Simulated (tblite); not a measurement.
Compound: C5H6P (charge -1).
Atom-mapped SMILES: `[CH:1]#[C:2][P-:3][CH:4]1[CH2:5][CH2:6]1` (hydrogens: H7 on C1; H8 on C4; H9, H10 on C5; H11, H12 on C6)

Geometry (GFN2-xTB, Å), atoms numbered from 1 in this order:
```xyz
12
C5H6P angstrom
C      2.6935   -0.1500   -0.2250
C      1.7686   -0.7387    0.2904
P      0.5708   -1.6875    1.1086
C     -0.8887   -0.6258    0.6976
C     -1.0735    0.0802   -0.6126
C     -0.8523    0.8723    0.6420
H      3.4611    0.3806   -0.7131
H     -1.7885   -1.0618    1.1307
H     -0.2573    0.0404   -1.3202
H     -2.0577    0.0993   -1.0695
H      0.1089    1.3523    0.7595
H     -1.6837    1.4380    1.0501
```

Calculated harmonic vibrations of the isolated species, GFN2-xTB (tblite), most abundant isotopes, no scaling. Against measured fundamentals such values can be off by several per cent, at times by over 20. One conformer, not necessarily the lowest.

Harmonic wavenumbers (cm⁻¹): 64.5, 104.1, 135.8, 248.9, 291.1, 395.6, 419.0, 593.9, 608.8, 711.7, 808.4, 816.2, 919.8, 984.8, 1021.9, 1043.3, 1059.8, 1113.9, 1165.0, 1239.9, 1312.7, 1430.5, 1470.5, 2116.7, 2953.8, 2991.6, 3006.2, 3065.8, 3075.4, 3311.7.

A = 4484, B = 2450, C = 1810 MHz; mass 97.021 u (most abundant isotopes); point group Cs, symmetry number 1.

Task: Zero-point energy?

Result: ½Σν̃ = 19241 cm⁻¹ = 230.17 kJ/mol.

Task: What is S at 500 K and 1 bar for an ideal gas of classical rigid rotors and harmonic oscillators?

Result: Translation 176.66, rotation 120.18, vibration 127.87: S = 424.7 J/(mol K).

Task: And Cp and H(500 K) − H(0)?

Result: Cp = 159.16 J/(mol K), of which vibrations give 125.90 (their classical limit is 30 R = 249.4); H(500 K) − H(0) = 49.73 kJ/mol without the zero-point energy, 33.10 from vibrations.

Task: Which modes carry the vibrational entropy at 500 K?

Result: 64.5 cm⁻¹: 22.33; 104.1 cm⁻¹: 18.37; 135.8 cm⁻¹: 16.18; 248.9 cm⁻¹: 11.26; 291.1 cm⁻¹: 10.03; 395.6 cm⁻¹: 7.67 J/(mol K); the other 24 give 42.03 together.

Task: What must be added to the electronic energy to get the Gibbs energy at 500 K and 1 bar?

Result: ZPE + [H(500 K) − H(0)] − T·S = 230.17 + 49.73 − 212.36 = 67.54 kJ/mol.

Hindered rotation and anharmonicity are outside this model. Other conformers, if any are populated, would add a mixing term that is left out.
